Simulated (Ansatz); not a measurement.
This was printed by a script on the Python package of Ansatz (0.2.0), for a single point in a Gaussian basis of C₂H₃N, SMILES C=C[N]. What did the script look like? Level of theory: B3LYP, cc-pVDZ basis, multiplicity 3, D3BJ dispersion.

```tsv
atom	x (Å)	y (Å)	z (Å)
C	-0.6874	-0.0849	-0.0049
C	0.6153	0.1673	-0.0083
N	1.5529	-0.8902	0.1621
H	-1.0548	-1.0949	0.1271
H	-1.3969	0.7220	-0.1348
H	0.9710	1.1807	-0.1411
```

```console
$ python energy.py
E = -3609.732106 eV = -132.6552081 Ha
converged: True  doubts: none
mean field: -132.6500873 Ha, <S^2> = 2.0383, stability: minimum
largest force 4.2599 eV/A, rms 1.2961
  atom  mulliken  lowdin
0    C     0.057   0.033
1    C     0.014  -0.225
2    N    -0.149   0.151
3    H     0.029   0.013
4    H     0.031   0.016
5    H     0.017   0.012
dipole (e A): [-0.3378  0.3051 -0.0508]
Alpha     -20.355 eV  occupation 1
Beta      -19.001 eV  occupation 1
Alpha     -15.611 eV  occupation 1
Beta      -15.208 eV  occupation 1
Alpha     -13.277 eV  occupation 1
Beta      -12.831 eV  occupation 1
Alpha     -11.761 eV  occupation 1
Beta      -11.380 eV  occupation 1
Alpha     -10.103 eV  occupation 1
Alpha      -9.839 eV  occupation 1
Beta       -9.000 eV  occupation 1
Beta       -8.843 eV  occupation 1
Alpha      -7.896 eV  occupation 1
Alpha      -6.890 eV  occupation 1
Beta       -2.738 eV  occupation 0
Beta       -2.217 eV  occupation 0
Alpha       0.363 eV  occupation 0
Beta        1.265 eV  occupation 0
Alpha       2.041 eV  occupation 0
Beta        2.205 eV  occupation 0
```

One script that gives this output:

The script, `energy.py`:
```python
"""Single point of C2H3N."""

from pathlib import Path

import ansatz
import numpy as np
import pandas as pd


def main() -> None:
    geometry_ang = [
        ("C", (-0.6874, -0.0849, -0.0049)),
        ("C", (0.6153, 0.1673, -0.0083)),
        ("N", (1.5529, -0.8902, 0.1621)),
        ("H", (-1.0548, -1.0949, 0.1271)),
        ("H", (-1.3969, 0.722, -0.1348)),
        ("H", (0.971, 1.1807, -0.1411)),
    ]
    geometry = ansatz.Crystal.molecule()
    for symbol, xyz in geometry_ang:
        geometry = geometry.atom(symbol, xyz)

    model = (
        geometry.calculation()
        .basis(gaussian="cc-pVDZ")
        .functional("b3lyp", dispersion="d3bj")
        .spin("collinear", total=2)
        .forces()
        .orbitals()
    )
    outcome = model.run(threads=1, runs_dir="c2h3n_runs")
    rep = outcome.report

    print(f"E = {rep['free_energy_ev']:.6f} eV = {rep['free_energy_ev'] / 27.211386246:.7f} Ha")
    print("converged:", rep["converged"], " doubts:", rep["published_state_doubts"] or "none")

    state = rep["mean_field"]["state"]
    print(f"mean field: {state['energy']['hartree']:.7f} Ha, <S^2> = {abs(state['spin_squared']):.4f}, stability: {state.get('stability', {}).get('kind')}")

    symbols = [site.symbol for site in geometry.cartesian_sites]
    forces = np.array(rep["forces_ev_ang"])
    print("largest force", round(float(np.linalg.norm(forces, axis=1).max()), 4), "eV/A, rms", round(float(np.sqrt((forces ** 2).mean())), 4))

    charges = rep["charge_distribution"]
    table = pd.DataFrame({"atom": symbols, "mulliken": charges["mulliken_charges_e"], "lowdin": charges["lowdin_charges_e"]})
    print(table.round(3).to_string())
    print("dipole (e A):", np.round(charges["dipole_moment_e_ang"], 4) + 0.0)

    lines = Path(rep["orbitals_path"]).read_text().splitlines()
    field_of = lambda key: [line.split("=")[1].strip() for line in lines if line.startswith(key)]
    orbitals = [(27.211386 * float(e), s, float(n)) for e, s, n in zip(field_of("Ene="), field_of("Spin="), field_of("Occup="))]
    homo = max(e for e, _, n in orbitals if n > 0.5)
    lumo = min(e for e, _, n in orbitals if n < 0.5)
    for e, spin, n in sorted(orbitals):
        if homo - 15 < e < lumo + 5:
            print(f"{spin:6s} {e:10.3f} eV  occupation {n:.0f}")


if __name__ == "__main__":
    main()
```

Total energies depend on the basis set; only differences at equal settings carry meaning. The geometry is a force-field or estimated start, not a minimum of this method, and the basis set is short of its limit. The run takes the species as open-shell (spin multiplicity 3), which needn't be its ground state. The Löwdin charges here are taken after orthogonalising the functions within each atom; they differ from plain Löwdin charges, and their signs can be unphysical. b3lyp holds the VWN-RPA fit, as in Gaussian; the form of ORCA and Turbomole is b3lyp5. Levels such as HOMO and LUMO are orbital energies: with these approximate functionals they aren't the ionisation energy and electron affinity, and their gap isn't the fundamental gap. Timing: 3 s on 1 thread of Arm Neoverse V1, on a shared host, peak memory 0.22 GiB.
